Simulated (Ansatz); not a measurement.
A made-up structure of AlBH₅S (charge +1), closed shell:

```xyz
8
angstrom
B -0.0310 0.7055 0.6181
Al -0.9668 1.0206 -1.2573
S 0.4342 -1.6665 0.9778
H -0.1285 1.3087 -2.4921
H -2.4801 0.9411 -1.3757
H 0.3462 1.1538 1.6077
H 0.8762 -2.0368 -0.2414
H 1.6670 -1.5440 1.5117
```

It is relaxed with PBE-D4/def2-SVP and then PBE0-D4/def2-TZVP (Ansatz 0.2.0). Atoms count as bonded within 1.22 times the sum of their covalent radii (H–H: 0.88 Å). The end point is not checked to be a true minimum.

Does its bonding change? (Judge from chemistry; the calculation decides.)

The calculation gives: Yes. Formed: B1–S3; broken: none.

Where it ends: The first stage lowers the energy by 0.80 eV in 7 steps. It ends as AlBH₅S ([AlH2][BH][SH2]), total charge +1:
```xyz
8
angstrom
B 0.0254 0.3252 0.4891
Al -0.9841 1.0005 -1.2937
S 0.4346 -1.4352 0.9625
H -0.0079 1.4164 -2.4558
H -2.5542 0.9973 -1.2098
H 0.3131 1.0058 1.4269
H 0.8616 -2.0379 -0.1661
H 1.6286 -1.3897 1.5956
```

Labels in which every atom is bracketed show which atoms are joined, not bond orders.

For scale, one of the runs: PBE0-D4/def2-TZVP relaxation, 135 basis functions, launched by `ansatz run in.yaml --threads 2 --pin off --events-out ev --progress --plain --max-ram 4352MiB`. The run took about 15 s on 2 CPU threads of an Arm Neoverse V2 (shared host).
